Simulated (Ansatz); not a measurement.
Two structures, one formula

Two relaxed structures of SiNH$_{3}$, singlet (PBE0-D4/def2-TZVP; forces vanish, vibrations not checked).

A:

N1  (0.533, -0.848, 0.610)
Si2  (-0.284, 0.416, -0.195)
H3  (0.069, -1.711, 0.849)
H4  (1.497, -0.844, 0.903)
H5  (0.941, 1.335, -0.226)
(Å)

B:

```
5
angstrom
N 0.5896 -0.7493 0.7081
Si -0.0552 0.3773 -0.2147
H 0.1220 -1.6336 0.8610
H -1.3432 0.3638 -0.9642
H 0.6869 1.6418 -0.3902
```

Computed with Ansatz 0.2.0 (basis: def2-TZVPP); correlated methods freeze the cores. B3LYP uses VWN-RPA correlation.

**Question.** Which structure is lower at CCSD(T), and by how much? (Judge from chemistry; the value comes from the calculation.)

**Answer.** By the calculation: A, by 66.7 kJ/mol (electronic energy, against the other). By their contacts, A is SiNH₃ ([NH2][SiH]) and B is SiNH₃ ([NH][SiH2]).

All methods give the same order:

```
   method  E(B) − E(A) (kJ/mol)
   PBE-D4                  63.7
r2SCAN-D4                  56.9
  PBE0-D4                  72.2
 B3LYP-D4                  67.4
  wB97M-V                  77.4
       HF                  85.7
      MP2                  54.2
     CCSD                  73.4
  CCSD(T)                  66.7
```

T1 diagnostic: at most 0.019. The restricted Hartree–Fock reference is unstable towards an unrestricted one at one or more of these structures.

Labels in which every atom is bracketed show which atoms are joined, not bond orders.

For scale, one of the runs: CCSD(T)/def2-TZVPP, 115 basis functions, launched by `ansatz run in.yaml --threads 2 --pin off --events-out ev --progress --plain --max-ram 4352MiB`. Hardware: 2 CPU threads of an Arm Neoverse V2, shared host. Wall time about 2.7 s.
